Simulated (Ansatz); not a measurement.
Geometry optimisation, RKS r2SCAN-D4/6-31G* (Ansatz).

Input:

```yaml
crystal:
  periodic: [false, false, false]
  atoms:
    - { symbol: B, position_ang: [0.410693, 0.004268, 0.033451] }
    - { symbol: C, position_ang: [0.786584, -0.019176, 1.55729] }
    - { symbol: H, position_ang: [-0.030024, -0.221894, 2.260439] }
    - { symbol: H, position_ang: [1.58938, -0.753009, 1.718292] }
    - { symbol: H, position_ang: [1.234233, 0.953489, 1.815122] }
    - { symbol: H, position_ang: [1.320061, 0.148813, -0.712999] }
    - { symbol: F, position_ang: [-0.825027, -0.112492, -0.441295] }
basis:
  gaussian: { orbitals: "6-31G*" }
hamiltonian:
  xc: r2scan
  dispersion: d4
relax:
  f_tol: 0.03
  max_steps: 50
```

Command:

```bash
$ ansatz run input.yaml --threads 1 --pin off --max-ram 2048MiB --backend cpu --events-out ev --progress --plain --runs-dir out
```

Task: Where does it end, and by what steps?

Result: The forces met the threshold. After 5 steps the energy has fallen by 0.048 eV; H6 moved furthest, 0.12 Å.

| step | energy less start (eV) | largest force component (eV/Å) | accepted |
| --- | --- | --- | --- |
| 0 | 0.0000 | 0.739 | yes |
| 1 | -0.0394 | 0.310 | yes |
| 2 | -0.0466 | 0.113 | yes |
| 3 | -0.0445 | 0.276 | no |
| 4 | -0.0475 | 0.032 | yes |
| 5 | -0.0476 | 0.005 | yes |

```xyz
7
Properties=species:S:1:pos:R:3
B 0.456 0.012 0.040
C 0.796 -0.014 1.562
H -0.068 -0.207 2.206
H 1.570 -0.769 1.766
H 1.249 0.945 1.857
H 1.283 0.174 -0.821
F -0.800 -0.142 -0.379
```

Run time: 15 s on 1 thread of Arm Neoverse V2 (shared host), peak memory 0.13 GiB.
